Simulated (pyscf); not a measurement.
## Concerted two-bond exchange: [H₂As–InH]• + H₂ → •HAs–InH₂ + H₂

Gas phase, doublet surface, charge 0. Bonds broken: As1–H3, H2–H6. Bonds formed: H2–H3, In5–H6. PySCF, gas phase, ωB97X-D3(BJ)/def2-SVP geometries.

Transition state (Å):

```xyz
7

As    -0.1772    -0.2073    -0.8272
H      2.0867    -0.0823     0.4878
H      1.5282    -0.2763    -0.3835
H     -0.3259    -1.6395    -0.3135
In    -0.0869     0.5332     1.6375
H      1.8226     0.3430     1.5204
H     -1.1874     0.8801     2.9251
```

One imaginary mode, 2290i cm⁻¹; descent along it reached the two sides named.

```csv
bond,change,reactant side (Å),saddle,product side
As1–H3,breaks,1.518,1.764,3.5
H2–H6,breaks,0.760,1.148,3.3
H2–H3,forms,3.3,1.053,0.762
In5–H6,forms,3.7,1.923,1.727
```

Electronic energies relative to the separated reactants (kcal/mol):

| level | barrier | reaction energy | reverse barrier |
|---|---|---|---|
| ωB97X-D3(BJ)/def2-TZVP | 43.8 | +6.0 | 37.7 |
| PBE/def2-TZVP | 35.1 | +9.6 | 25.5 |
| r²SCAN/def2-TZVP | 37.8 | +8.2 | 29.6 |
| B3LYP-D3(BJ)/def2-TZVP | 41.1 | +8.8 | 32.3 |
| PBE0-D3(BJ)/def2-TZVP | 38.3 | +8.0 | 30.3 |
| M06-2X/def2-TZVP | 45.9 | +6.9 | 39.1 |
| ωB97M-D3(BJ)/def2-TZVP | 44.6 | +5.8 | 38.8 |
| HF/def2-TZVP | 61.8 | +1.9 | 59.9 |

With ωB97M-D3(BJ)/def2-TZVP energies and thermal terms (ideal gas, 1 atm, RRHO with modes under 100 cm⁻¹ raised to 100, one conformer, R ln 2 for chiral ones without a mode under 150 cm⁻¹), in kcal/mol:

| T (K) | ΔH‡ | ΔG‡ | ΔH | ΔG |
|---|---|---|---|---|
| 298 | 42.2 | 51.1 | +5.0 | +5.1 |
| 600 | 41.6 | 60.4 | +5.1 | +5.1 |
| 900 | 41.9 | 69.7 | +5.3 | +5.0 |
| 1200 | 42.5 | 78.9 | +5.4 | +4.9 |

This is the saddle that the search found; another between the same sides may lie lower. Elements up to Kr have no core potential and no relativistic terms here. Elements past Kr carry the def2 core potentials, without spin-orbit coupling.
